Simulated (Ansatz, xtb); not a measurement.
**Ranking isomers of HN2Si+**

5 gas-phase structures of HN2Si+, found in a search over its isomers (lower ones may exist). Each was relaxed with GFN2-xTB:

A. `N#[N+][SiH]`, a singlet
B. `N=[N+]=[Si]`, a singlet
C. the triplet with the links of `N#[N+][SiH]`
D. a singlet given by its coordinates
E. the triplet with the links of `N=[N+]=[Si]`

D (Å):

```
atom    x (Å)    y (Å)   z (Å)
   N  -1.2750  -0.1152  0.8483
   N  -0.0575  -0.1949  0.8491
  Si  -0.7608  -1.5325  1.9260
   H   0.5368   0.4553  0.3116
```

Close contacts (Å): N1–N2 1.22, N1–Si3 1.85, N2–Si3 1.86, N2–H4 1.03.

Task: Which do you expect lowest at r2SCAN-D4/def2-SVP, and how would the others follow?

Result: Calculated order at r2SCAN-D4/def2-SVP: A (0.0), D (7.8), E (11.8), B (14.2), C (27.0) kcal/mol.

Energies above the lowest of each column, in kcal/mol; the last columns are at B3LYP-D3(BJ)/6-311G** geometries and were run for some of them only (a dash: not run or not comparable):

```tsv
structure	GFN2-xTB	HF/STO-3G	r2SCAN-D4/def2-SVP	B3LYP-D3(BJ)/6-311G**	CCSD(T)/def2-TZVPP
A	1.3	0.0	0.0	0.0	0.0
D	13.2	8.2	7.8	17.4	19.5
E	–	25.8	11.8	27.1	–
B	0.0	29.5	14.2	23.7	29.9
C	–	28.2	27.0	–	–
```

CCSD(T)/def2-TZVPP puts A lowest of those it was run on; GFN2-xTB picks B. Frequencies (B3LYP-D3(BJ)/6-311G**) were run for A, B, D alone. GFN2-xTB has no spin polarisation and isn't compared across spin states. Open shells are spin-unrestricted, some with notable spin contamination. Large T1 diagnostics make some coupled-cluster values less sure.

Programs: Ansatz 0.2.0, xtb 6.7.1 (Pople sets with spherical d functions).
